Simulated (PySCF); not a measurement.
Calculated properties of CFCl3 (`FC(Cl)(Cl)Cl`)

Species: CFCl3.
Geometry (GFN2-xTB, Å), atoms numbered from 1 in this order:
```xyz
5
CCl3F angstrom
F      0.060   -0.141    1.396
C      0.005   -0.006    0.067
Cl    -0.458    1.661   -0.313
Cl     1.603   -0.371   -0.604
Cl    -1.201   -1.140   -0.563
```

Some functional groups and rings: C–F bond and C–Cl bond.

From GFN2-xTB geometry:

```
Point group of the GFN2-xTB geometry                  : C3v
Rotational constants A, B, C of the GFN2-xTB geometry : 2.444, 2.444, 1.709 GHz
```

**B3LYP/cc-pVTZ ground state and GIAO shieldings, non-relativistic (PySCF)**

```
Dipole moment                                               : 0.32 D
HOMO energy                                                 : -8.85 eV
LUMO energy                                                 : -1.52 eV
HOMO–LUMO gap                                               : 7.33 eV
13C chemical shifts (computed TMS as zero) by class         : 153.8 (C2) ppm
Isotropic shieldings of nuclei other than C and H, by class : 171 (F1), 410 (Cl3/Cl4/Cl5) ppm
```

Monoisotopic mass from the formula: 135.9050 u.

With B = h/(8π²I), that is 505.379 GHz u Å² over I, the principal moments of inertia are 206.7, 206.8 and 295.7 u Å² (most abundant isotopes); the inertial defect Ic − Ia − Ib is -117.8 u Å² (zero for a rigid planar frame, negative otherwise). The rotational constants are those of an oblate symmetric top. In atomic units the dipole is 0.13 e·bohr (1 au = 2.5417 D). A dipole of 0.32 D is allowed in C3v, and pure rotational transitions are dipole-allowed.

Geometry: GFN2-xTB; no solvent, vibrations or thermal averaging. The shieldings hold no spin–orbit term; for a carbon that bears several chlorines this term is known to matter.
